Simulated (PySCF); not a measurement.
Species, as SMILES: N#[N+][O-].
Geometry (B3LYP-D3(BJ)/def2-TZVP, fixed):
```
N
N 1 1.1210
O 1 1.1826 2 180.00
```
Charge 0, spin multiplicity 1.

Basis-set convergence of the mean static polarisability at PBE with PySCF. All functions are spherical. Density fitting with generated auxiliary sets. No added dispersion term, no relativity. Reference: the value in d-aug-cc-pVTZ, 19.86 bohr³, itself unsure by roughly 0.2 % (its mean distance from aug-pcseg-3, aug-cc-pVQZ, aug-pcseg-2). Deviations are taken from unrounded values. Cost is core time over that of 6-311G**, rough, on shared machines of one kind; a dash marks a row that isn't timed (too short, read off another run, short of memory, by another algorithm or on other hardware).

```
basis            functions  mean static polarisability (bohr³)  minus reference (%)  cost
---------------  ---------  ----------------------------------  -------------------  ----
STO-3G                  15                                7.23                -63.6     -
6-31G                   27                               13.43                -32.4     -
pcseg-0                 27                               12.86                -35.2     -
6-31G**                 42                               14.10                -29.0  0.7×
6-31+G*                 54                               17.40                -12.4     -
6-311G**                54                               14.42                -27.4    1×
def2-SVPD               63                               18.82                 -5.2    1×
6-311+G**               66                               17.14                -13.7    1×
aug-cc-pVDZ             69                               19.30                 -2.8    2×
6-311++G(2d,2p)         81                               18.07                 -9.0    2×
pcseg-2                 90                               17.49                -11.9    2×
jun-cc-pV(T+d)Z        117                               19.70                 -0.8    3×
aug-cc-pVTZ            138                               19.71                 -0.8    3×
cc-pVQZ                165                               17.78                -10.5    5×
pcseg-3                180                               19.17                 -3.5    7×
d-aug-cc-pVTZ          186                               19.86                  0.0    7×
def2-QZVPPD            192                               19.73                 -0.7   10×
aug-cc-pVQZ            240                               19.81                 -0.2   20×
```
